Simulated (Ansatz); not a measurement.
Which is lower?

Two relaxed structures of AlBNH4, doublet (PBE0-D4/def2-TZVP; forces vanish, vibrations not checked).

A:

```csv
atom,x (Å),y (Å),z (Å)
N1,-1.2169,0.3475,-0.7170
B2,1.6476,-0.8856,0.4352
Al3,0.1100,0.4711,0.4502
H4,-1.3142,-0.3533,-1.4327
H5,-1.9934,0.9879,-0.7499
H6,0.0915,1.6505,1.5100
H7,2.5572,-1.6490,0.4629
```

B:

N1  (0.068, -0.021, -0.413)
B2  (-0.236, 0.576, 0.746)
Al3  (1.620, -0.723, 0.357)
H4  (-0.434, -0.014, -1.290)
H5  (2.974, 0.051, 0.086)
H6  (-1.005, 1.264, 1.332)
H7  (1.555, -2.215, 0.881)
(Å)

Computed with Ansatz 0.2.0 (basis: def2-TZVPP); correlated methods freeze the cores; orbitals are unrestricted. B3LYP uses VWN-RPA correlation.

Q: Which structure is lower at CCSD(T), and by how much? (To be estimated.)

A: Computed: B, by 1.299 eV (electronic energy, against the other). By their contacts, A is AlBNH₄ ([BH][AlH][NH2]) and B is AlBNH₄ ([BH]1[NH][AlH2]1).

All methods give the same order:

```
   method  E(B) − E(A) (eV)
   PBE-D4            -1.463
r2SCAN-D4            -1.470
  PBE0-D4            -1.401
 B3LYP-D4            -1.366
  wB97M-V            -1.350
       HF            -1.106
      MP2            -1.383
     CCSD            -1.243
  CCSD(T)            -1.299
```

T1 diagnostic: at most 0.016. ⟨S²⟩ of the unrestricted Hartree–Fock references: 0.76 (a pure state has 0.75).

Labels in which every atom is bracketed show which atoms are joined, not bond orders.

For scale, one of the runs: CCSD(T)/def2-TZVPP, 160 basis functions, launched by `ansatz run in.yaml --threads 2 --pin off --events-out ev --progress --plain --max-ram 4352MiB`. Hardware: 2 CPU threads of an Arm Neoverse V2, shared host. Wall time 40 s; peak host memory 2.6 GiB.
